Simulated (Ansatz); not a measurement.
Si₃H₆⁻. Charge -1, multiplicity 2. Geometry PBE0-D4/def2-TZVPD, basis def2-TZVPD, Ansatz.

```xyz
9

Si   -0.213    0.498   -1.618
Si    0.371    0.751    0.609
Si    0.457   -1.561    0.518
H    -0.390    1.787   -2.407
H    -0.981   -2.006    0.414
H    -0.340    1.598    1.647
H     0.921   -2.256    1.789
H    -1.612   -0.065   -1.600
H     1.786    1.255    0.649
```

```json
{"run": "A", "HOMO (eV)": "-0.46", "LUMO (eV)": "1.48"}
{"run": "B", "HOMO (eV)": "-0.03", "LUMO (eV)": "1.30"}
{"run": "C", "HOMO (eV)": "0.21", "LUMO (eV)": "1.02"}
{"run": "D", "HOMO (eV)": "-0.69", "LUMO (eV)": "1.73"}
{"run": "E", "HOMO (eV)": "0.24", "LUMO (eV)": "1.10"}
```

B3LYP takes the VWN-RPA correlation. Another isomer (doublet) lies 0.66 eV lower at PBE0-D4/def2-TZVPD; other spin states weren't run for this one.

HOMO and LUMO are taken over both spins.

The runs used B3LYP, PBE, PBE0, r2SCAN, revPBE. Estimate which is which.

A B3LYP (20 % exact exchange); B r2SCAN (0 % exact exchange); C PBE (0 % exact exchange); D PBE0 (25 % exact exchange); E revPBE (0 % exact exchange). Exact exchange lowers occupied and raises empty levels; among semilocal functionals meta-GGAs tend to open the gap a little, and such runs are hard to tell apart. The gap grows from 0.81 eV (PBE) to 2.42 eV (PBE0). At PBE-D4/def2-TZVPD, revPBE-D4/def2-TZVPD the highest occupied level of the charge -1 doublet lies above zero (up to 0.24 eV). The electron is either unbound and held by the finite basis, or the level is raised by self-interaction error.
